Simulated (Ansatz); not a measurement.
**bcc Rb**

All values below come from PBE (plane waves, PAW; Ansatz, an electronic-structure program).

Numerical settings: plane-wave cutoff 520 eV, 18×18×18 k mesh, Fermi–Dirac smearing 0.1 eV, perturbation theory, force constants from a 6×6×6 q mesh, scalar-relativistic PAW data made under PBE.

Cell: relaxed at this level.

```
Quantity                  Result
-----------------  -------------
zero-point energy  0.006 eV/atom
```
